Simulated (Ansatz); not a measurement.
Input (CCSDT(Q)/cc-pV(D+d)Z; Ansatz, a quantum-chemistry and plane-wave program): A basis named .json is the Basis Set Exchange file of that set.

Ansatz 0.2 input:
```yaml
crystal:
  periodic: [false, false, false]
  atoms:
    - {symbol: O, position_ang: [-0.00000000, -0.00000000, -1.69736936]}
    - {symbol: C, position_ang: [-0.00000000, -0.00000000, -0.56804329]}
    - {symbol: S, position_ang: [0.00000000, 0.00000000, 1.06170091]}
basis:
  gaussian:
    orbitals: cc-pV_D+d_Z.json
total_charge: 1
magnetization: {spin_polarized: true, initial_magnetization: 1}
correlation: {method: ccsdt_q, electrons: outside_noble_gas}
```

Output:

```
Functional definition: HF
integrals: 0.04 GiB planned
880 factors; integrals over basis functions are off by at most 1.8e-7 eV
mean field: 0.14 GiB planned
mean field evaluation 1: about -13870.2805 eV, gradient 3.5e1 eV
mean field evaluation 2: about -13870.2887 eV, gradient 3.5e1 eV
mean field evaluation 4: about -13875.7180 eV, gradient 3.6e0 eV
mean field evaluation 8: about -13875.8719 eV, gradient 3.5e-1 eV
mean field evaluation 16: about -13875.8862 eV, gradient 2.4e-6 eV
mean field evaluation 32: about -13875.8862 eV, gradient 2.1e-6 eV
mean field evaluation 64: about -13875.8662 eV, gradient 4.5e-1 eV
mean field -13875.88622635 eV, -509.9294134049 hartree, gradient 2.4e-6 eV, S^2 0.824447; 2 other end points of the search recorded, 0 dependent functions left out
7 core orbitals not correlated
reference -13875.88622635 eV, -509.9294134049 hartree; 8, 7 occupied and 36, 37 virtual orbitals, 880 factors
second order -10.81223723 eV of doubles, -0.00000000 eV of singles
coupled cluster: 1.08 GiB planned
cycle   1  -10.78007472 eV  change    3.2e-2 eV  update   1.3e-1
cycle   2  -11.43165636 eV  change   -6.5e-1 eV  update   7.4e-2
cycle   3  -11.91765124 eV  change   -4.9e-1 eV  update   3.4e-2
cycle   4  -11.92467105 eV  change   -7.0e-3 eV  update   1.5e-2
cycle   5  -11.90113811 eV  change    2.4e-2 eV  update   7.6e-3
cycle   6  -11.90443772 eV  change   -3.3e-3 eV  update   3.6e-3
cycle   7  -11.90904625 eV  change   -4.6e-3 eV  update   1.6e-3
cycle   8  -11.90844583 eV  change    6.0e-4 eV  update   7.3e-4
cycle   9  -11.90801749 eV  change    4.3e-4 eV  update   4.2e-4
cycle  10  -11.90864850 eV  change   -6.3e-4 eV  update   2.2e-4
cycle  11  -11.90842699 eV  change    2.2e-4 eV  update   1.3e-4
cycle  12  -11.90847733 eV  change   -5.0e-5 eV  update   7.6e-5
cycle  13  -11.90856437 eV  change   -8.7e-5 eV  update   3.5e-5
cycle  14  -11.90854145 eV  change    2.3e-5 eV  update   1.6e-5
cycle  15  -11.90854821 eV  change   -6.8e-6 eV  update   7.8e-6
cycle  16  -11.90855872 eV  change   -1.1e-5 eV  update   4.7e-6
cycle  17  -11.90855971 eV  change   -9.8e-7 eV  update   2.5e-6
cycle  18  -11.90856349 eV  change   -3.8e-6 eV  update   1.4e-6
cycle  19  -11.90856405 eV  change   -5.7e-7 eV  update   8.2e-7
coupled cluster: 1.08 GiB planned
perturbative correction -0.05429027 eV, -0.0019951306 hartree
Total energy: -13887.84908067 eV, -510.3690401926 hartree
```

The determinant is spin-contaminated: <S^2> is 0.82, 0.07 over the pure value.
